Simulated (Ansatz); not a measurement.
# BSiH₃ (triplet): the correlation ladder at distance B1–H4 along a hydrogen transfer = 1.241 Å, cc-pVDZ

One table from this session's results is given with a row withheld; the runs are named, their logs left out.

The runs use Ansatz 0.2.0, Gaussian basis; cc-pVDZ, core rule «outside noble gas», up to 6 orbitals frozen.

Plan: UHF; CCSD(T) on ROHF; CCSD(T) on UHF; BCCD(T) on ROHF; CISD; CCSDT(Q) on ROHF; CCSDT(Q) on UHF; CASSCF and MRCISD+Q, 4 electrons in 4 orbitals; CASSCF and NEVPT2, 4 electrons in 4 orbitals.

12 further runs of the same task are left out: 4 for a known fault of the program, 6 that didn't finish, 2 set aside as unsound or not needed.

### What is computed

The geometry derives from fragments relaxed apart (PBE0/def2-TZVP) and kept rigid, so it is no stationary point. A hydrogen atom is moved between rigid fragments.

5 atoms, charge 0, spin multiplicity 3.

Atoms are counted from 1 here; the program's logs count them from 0.

Bond lengths: B1–H2 1.193 Å, B1–H3 1.193 Å, B1–H4 1.241 Å. Angles: H2–B1–H3 120.0°, H2–B1–H4 120.0°, H3–B1–H4 120.0°.

Set-up of the first run:

in.yaml reads:

```yaml
crystal:
  periodic: [false, false, false]
  atoms:
    - {symbol: B, position_ang: [-1.987614, 0.000000, 0.000000]}
    - {symbol: H, position_ang: [-2.584347, 1.033571, 0.000000]}
    - {symbol: H, position_ang: [-2.584347, -1.033571, 0.000000]}
    - {symbol: H, position_ang: [-0.746614, 0.000000, 0.000000]}
    - {symbol: Si, position_ang: [0.977386, 0.000000, 0.000000]}
basis:
  gaussian: {orbitals: cc-pVDZ}
magnetization: {spin_polarized: true, initial_magnetization: 2}
hamiltonian: {xc: hf}
output: {orbitals: {seedname: orbitals}}
```

Run with:

```sh
$ ansatz run in.yaml --threads 1 --pin off --events-out ev --progress --plain --max-ram 2393MiB
```

Among the steps run: UHF; CCSD(T) on ROHF; CCSD(T) on UHF; BCCD(T) on ROHF; CISD; CCSDT(Q) on ROHF; CCSDT(Q) on UHF; CASSCF and MRCISD+Q, 4 electrons in 4 orbitals; CASSCF and NEVPT2, 4 electrons in 4 orbitals.

One table of the session follows, with a row left open; its other results are not shown here.

| method | from UCCSDT(Q) (meV) |
| --- | --- |
| ROHF | +5424.6 |
| UHF | +5291.5 |
| RMP2 | +1294.2 |
| UMP2 | ? |
| CISD | +548.7 |
| RCCSD | +161.3 |
| UCCSD | +158.6 |
| RCCSD(T) | +39.5 |
| UCCSD(T) | +39.5 |
| BCCD(T) | +38.9 |
| RCCSDT | +5.8 |
| UCCSDT | +5.6 |
| RCCSDT(Q) | +0.7 |
| UCCSDT(Q) | 0 |
| CASSCF pair | +5040.7 |
| NEVPT2 pair | +1282.1 |
| MRCISD pair | +514.3 |
| MRCISD+Q pair | +59.5 |

Q: Estimate the row for UMP2 from the others.

**Answer.** from UCCSDT(Q) (meV): +1311.5. In the column «from UCCSDT(Q) (meV)» it lies between RMP2 (+1294.2) and CASSCF pair (+5040.7).

Limits of these values: Restricted and unrestricted rows rest on different reference determinants; where their highest levels disagree by more than a few hundredths of an eV, they describe different states and don't form one ladder.
